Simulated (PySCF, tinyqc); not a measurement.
Inside a calculation. Method: coupled-perturbed Hartree-Fock on RHF in the sto-3g basis, for CH+, spin multiplicity 1. The lowest restricted solution is unstable here: a spin-polarised one lies 0.0126 hartree lower (PySCF). One step of it, computed by the program tinyqc.

Question. Orthogonalisation. S = U s U^T; symmetric (Loewdin) form X = U s^(-1/2) U^T, so that X^T S X = 1.

overlap S:
```
           1C 1s     1C 2s    1C 2px    1C 2py    1C 2pz     2H 1s
1C 1s   1.000000  0.248362  0.000000  0.000000  0.000000  0.065558
1C 2s   0.248362  1.000000  0.000000  0.000000  0.000000  0.503482
1C 2px  0.000000  0.000000  1.000000  0.000000  0.000000  0.000000
1C 2py  0.000000  0.000000  0.000000  1.000000  0.000000  0.000000
1C 2pz  0.000000  0.000000  0.000000  0.000000  1.000000  0.474714
2H 1s   0.065558  0.503482  0.000000  0.000000  0.474714  1.000000
```

Give: eigenvalues of S; X.

Answer.

eigenvalues of S: 0.2976  0.8184  1.0000  1.0000  1.1481  1.7358

X:
```
          1C 1s    1C 2s  1C 2px  1C 2py   1C 2pz    2H 1s
1C 1s    1.0257  -0.1431  0.0000  0.0000  -0.0128   0.0273
1C 2s   -0.1431   1.1823  0.0000  0.0000   0.1460  -0.3837
1C 2px   0.0000   0.0000  1.0000  0.0000   0.0000   0.0000
1C 2py   0.0000   0.0000  0.0000  1.0000   0.0000   0.0000
1C 2pz  -0.0128   0.1460  0.0000  0.0000   1.1348  -0.3555
2H 1s    0.0273  -0.3837  0.0000  0.0000  -0.3555   1.2878
```
